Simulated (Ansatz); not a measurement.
[Cl···H···NH], triplet in cc-pVDZ: errors against UCCSDT(Q)

Geometry: a point of a hydrogen-transfer path between rigid fragments, not a stationary point.

```xyz
4

Cl   -0.8088    0.0197    0.0000
H     0.7092    0.0197    0.0000
N     1.8442    0.0197    0.0000
H     2.1132   -0.9846    0.0000
```

Basis cc-pVDZ; Ansatz 0.2.0. Correlated methods freeze the noble-gas cores, which leaves 14 electrons in 36 orbitals. Prefix R: restricted or restricted open-shell reference; prefix U: unrestricted. Active spaces: pair = (4e, 4o) about the gap; valence = (14e, 10o) chosen from the atoms' valence shells.

Full CI isn't at hand for all of this; UCCSDT(Q) serves as the reference, and is uncertain by about the last step of the cluster series. The frozen core follows each run's orbitals, which can shift R against U totals by a few meV.

For open shells CISD is restricted-active-space CI with the open shells as a complete middle space.

```
UHF ⟨S²⟩                          : 2.047
T1 diagnostic (RCCSD)             : 0.0387
largest doubles amplitude (RCCSD) : 0.048
T1 diagnostic (UCCSD)             : 0.0160
```

```json
{"level": "RHF", "E − E(UCCSDT(Q)) (mEh)": "329.00", "share of correlation (%)": "0.00", "wall time": "–"}
{"level": "UHF", "E − E(UCCSDT(Q)) (mEh)": "313.54", "share of correlation (%)": "4.70", "wall time": "–"}
{"level": "RMP2", "E − E(UCCSDT(Q)) (mEh)": "41.86", "share of correlation (%)": "87.28", "wall time": "–"}
{"level": "UMP2", "E − E(UCCSDT(Q)) (mEh)": "42.45", "share of correlation (%)": "87.10", "wall time": "–"}
{"level": "CISD", "E − E(UCCSDT(Q)) (mEh)": "35.61", "share of correlation (%)": "89.18", "wall time": "4.4 s"}
{"level": "RCCSD", "E − E(UCCSDT(Q)) (mEh)": "8.54", "share of correlation (%)": "97.41", "wall time": "–"}
{"level": "UCCSD", "E − E(UCCSDT(Q)) (mEh)": "7.85", "share of correlation (%)": "97.61", "wall time": "–"}
{"level": "RCCSD(T)", "E − E(UCCSDT(Q)) (mEh)": "1.50", "share of correlation (%)": "99.54", "wall time": "8.5 s"}
{"level": "UCCSD(T)", "E − E(UCCSDT(Q)) (mEh)": "1.45", "share of correlation (%)": "99.56", "wall time": "8 s"}
{"level": "BCCD(T)", "E − E(UCCSDT(Q)) (mEh)": "1.46", "share of correlation (%)": "99.55", "wall time": "6 s"}
{"level": "RCCSDT", "E − E(UCCSDT(Q)) (mEh)": "0.69", "share of correlation (%)": "99.79", "wall time": "–"}
{"level": "UCCSDT", "E − E(UCCSDT(Q)) (mEh)": "0.60", "share of correlation (%)": "99.82", "wall time": "–"}
{"level": "RCCSDT(Q)", "E − E(UCCSDT(Q)) (mEh)": "0.05", "share of correlation (%)": "99.99", "wall time": "41 s"}
{"level": "CASSCF (pair space)", "E − E(UCCSDT(Q)) (mEh)": "303.03", "share of correlation (%)": "7.89", "wall time": "–"}
{"level": "NEVPT2 (pair space)", "E − E(UCCSDT(Q)) (mEh)": "39.12", "share of correlation (%)": "88.11", "wall time": "2.1 s"}
{"level": "MRCISD (pair space)", "E − E(UCCSDT(Q)) (mEh)": "29.55", "share of correlation (%)": "91.02", "wall time": "–"}
{"level": "MRCISD+Q (pair space)", "E − E(UCCSDT(Q)) (mEh)": "3.13", "share of correlation (%)": "99.05", "wall time": "2.8 s"}
{"level": "CASSCF (valence space)", "E − E(UCCSDT(Q)) (mEh)": "266.20", "share of correlation (%)": "19.09", "wall time": "–"}
{"level": "NEVPT2 (valence space)", "E − E(UCCSDT(Q)) (mEh)": "52.57", "share of correlation (%)": "84.02", "wall time": "3.3 s"}
{"level": "MRCISD (valence space)", "E − E(UCCSDT(Q)) (mEh)": "21.87", "share of correlation (%)": "93.35", "wall time": "–"}
{"level": "MRCISD+Q (valence space)", "E − E(UCCSDT(Q)) (mEh)": "1.44", "share of correlation (%)": "99.56", "wall time": "6.5 s"}
```

The correlation energy at UCCSDT(Q), counted from RHF, is -8.953 eV. That run took 35 s on 1 thread of Arm Neoverse V2, shared host.

Times hold each run's SCF and search for its determinant on a shared host, so for small cases they say little of a method's own cost; they ran on 1 thread of Arm Neoverse V2.

Natural occupations of CASSCF (valence space) about the gap: 1.992 1.973 1.968 1.005 1.002 0.035 0.028; effectively unpaired electrons, Σ n²(2−n)², 2.01.
